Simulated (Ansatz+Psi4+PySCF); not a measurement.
## doublet NO(2+): levels of theory in one basis

```xyz
2

N     0.0000    0.0000    0.0000
O     0.0000    0.0000    1.0900
```

Basis set: cc-pVTZ (spherical functions). Frozen core: 2 orbitals. Correlation on ROHF uses semicanonical orbitals with singles. Charge 2, multiplicity 2.

Computed with Ansatz (development build ahead of 0.2.0) and Psi4 1.11; each method stands on the lowest determinant of its kind that the runs found.

```csv
method,E − E(ROHF) (eV),<S²> of the determinant
ROHF,0.00,0.75
UHF,-1.40,1.57
UHF-MP2,-9.01,1.57
```

Question: What does ROHF-MP2 give on the same scale?

Answer: -11.34 eV.

Caution: other spin multiplicities were not run. Caution for ROHF, ROHF-MP2: an unrestricted determinant lies well below. Caution for UHF, UHF-MP2: the unrestricted determinant is a mixture of spin states.
